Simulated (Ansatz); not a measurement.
Worked example: correlation energy of Al2H, doublet

Geometry: a point of a breathe scan, not a stationary point.

| atom | x (Å) | y (Å) | z (Å) |
| --- | --- | --- | --- |
| Al | 0.0000 | 0.0000 | 0.6082 |
| Al | 0.0000 | 0.0000 | -4.0095 |
| H | 0.0000 | 0.0000 | 3.4014 |

Basis 6-31G; Ansatz 0.2.0. Only valence electrons are correlated (noble-gas cores frozen), which leaves 7 electrons in 18 orbitals. R marks a restricted (for open shells ROHF) determinant.

Full CI is exact within this basis and frozen core; it isn't the basis-set limit.

Runs differ by some tens of microhartree through their thresholds and, for an open shell, their frozen cores, so steps under 0.03 kcal/mol mean nothing.

```json
{"level": "RHF", "total energy (hartree)": "-484.207463"}
{"level": "RMP2", "total energy (hartree)": "-484.264123"}
{"level": "RCCSD", "total energy (hartree)": "-484.305659"}
{"level": "RCCSD(T)", "total energy (hartree)": "-484.306693"}
{"level": "RCCSDT", "total energy (hartree)": "-484.307142"}
{"level": "RCCSDT(Q)", "total energy (hartree)": "-484.307207"}
{"level": "RCCSDTQ", "total energy (hartree)": "-484.307238"}
{"level": "full CI", "total energy (hartree)": "-484.307241"}
```

What is the correlation energy at full CI, and what share of it do RMP2 and RCCSD recover?

E(corr) = -484.307241 − (-484.207463) = -0.099778 hartree = -2.715 eV. RMP2: -0.056660 / -0.099778 = 56.79 %. RCCSD: -0.098196 / -0.099778 = 98.41 %.

By how many kcal/mol does RCCSD(T) miss full CI (1 hartree = 627.509 kcal/mol), and which steps make up the rest?

-484.306693 − (-484.307241) = 0.000548 hartree = 0.34 kcal/mol. Steps: RCCSDT − RCCSD(T) = -0.28, RCCSDT(Q) − RCCSDT = -0.04, RCCSDTQ − RCCSDT(Q) = -0.02, full CI − RCCSDTQ = 0.00 kcal/mol. That is within 1 kcal/mol of the reference in this basis, which itself misses far more of the correlation at the basis-set limit.
